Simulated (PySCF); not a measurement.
Basis-set dependence of AlC at PBE0

PySCF, UKS reference; quartet, unpaired electrons σ ↑, π ↑↑; De to Al + C without counterpoise correction.

| basis | relativity | functions | Re (Å) | ωe (cm⁻¹) | De (eV) | μ (D) |
| --- | --- | --- | --- | --- | --- | --- |
| 3-21G | no relativity | 22 | 2.030 | 626 | 3.32 | -1.34 |
| 6-31G(d,p) | no relativity | 32 | 1.969 | 650 | 3.46 | -1.24 |
| def2-SVPD | no relativity | 44 | 1.973 | 641 | 3.60 | -1.70 |
| aug-pcseg-1 | no relativity | 50 | 1.979 | 626 | 3.47 | -1.83 |
| x2c-TZVPPall | spin-free X2C | 73 | 1.967 | 638 | 3.54 | -1.76 |

(1) How does each smaller set differ from the one with most functions, x2c-TZVPPall?

A positive dipole means Al(−)C(+). 3-21G is very small, so such numbers show the basis as much as the molecule. The state was picked by a PBE0 search and need not be the measured ground state.

Results:

(1) 3-21G: +6.3 pm, -1.9 % in ωe, -0.22 eV in De; 6-31G(d,p): +0.2 pm, +1.9 % in ωe, -0.08 eV in De; def2-SVPD: +0.6 pm, +0.5 % in ωe, +0.06 eV in De; aug-pcseg-1: +1.2 pm, -1.9 % in ωe, -0.07 eV in De. All at PBE0; the set with most functions is neither the basis-set limit nor always the best. The rows treat relativity differently, so the differences are not basis effects alone.
